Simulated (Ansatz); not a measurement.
Born–Oppenheimer molecular dynamics of CH8Si2 (11 atoms, charge 0, multiplicity 1). It starts from a relaxed structure.

Theory: RKS revPBE/def2-SVP (Ansatz).

```
ensemble                      : NVE (velocity Verlet)
time step                     : 1 fs
steps asked                   : 150
starting velocities drawn for : 300 K
seed                          : 222097
```

First frame:

```xyz
11
Properties=species:S:1:pos:R:3
Si -0.003 -0.110 -0.164
H -0.252 -0.406 1.296
C 1.870 -0.005 -0.501
H 2.367 -0.958 -0.227
H 2.070 0.191 -1.575
H 2.336 0.809 0.090
Si -1.121 1.900 -0.726
H -2.600 1.788 -0.451
H -0.577 3.057 0.077
H -0.935 2.223 -2.189
H -0.612 -1.239 -0.961
```

Problem. How far do the bonds stretch over the last three quarters of this one trajectory? (Pairs bonded in most of those frames.)

Solution. 
```json
{"bond": "Si1–H2", "mean (Å)": "1.512", "spread (Å)": "0.022", "shortest": "1.48", "longest": "1.55"}
{"bond": "Si1–C3", "mean (Å)": "1.910", "spread (Å)": "0.013", "shortest": "1.89", "longest": "1.93"}
{"bond": "Si1–Si7", "mean (Å)": "2.375", "spread (Å)": "0.024", "shortest": "2.33", "longest": "2.42"}
{"bond": "Si1–H11", "mean (Å)": "1.512", "spread (Å)": "0.007", "shortest": "1.50", "longest": "1.52"}
{"bond": "C3–H4", "mean (Å)": "1.112", "spread (Å)": "0.016", "shortest": "1.09", "longest": "1.14"}
{"bond": "C3–H5", "mean (Å)": "1.111", "spread (Å)": "0.017", "shortest": "1.08", "longest": "1.14"}
{"bond": "C3–H6", "mean (Å)": "1.112", "spread (Å)": "0.026", "shortest": "1.07", "longest": "1.15"}
{"bond": "Si7–H8", "mean (Å)": "1.510", "spread (Å)": "0.023", "shortest": "1.47", "longest": "1.55"}
{"bond": "Si7–H9", "mean (Å)": "1.512", "spread (Å)": "0.024", "shortest": "1.47", "longest": "1.55"}
{"bond": "Si7–H10", "mean (Å)": "1.512", "spread (Å)": "0.018", "shortest": "1.48", "longest": "1.54"}
```

Mean temperature of the second half: 157 K. The conserved energy stayed within 0.46 meV per atom of its start (net change 0.15 meV per atom), so the integration is sound. Over the second half the temperature averaged 0.52 of the 300 K drawn at the start: a run that starts near a minimum puts about half its kinetic energy into the potential. A run of 0.15 ps of so small a system gives no equilibrium averages.

Run time: 4.3 min on 1 thread of Intel(R) Xeon(R) Platinum 8488C (Sapphire Rapids) (shared host), peak memory 0.13 GiB.
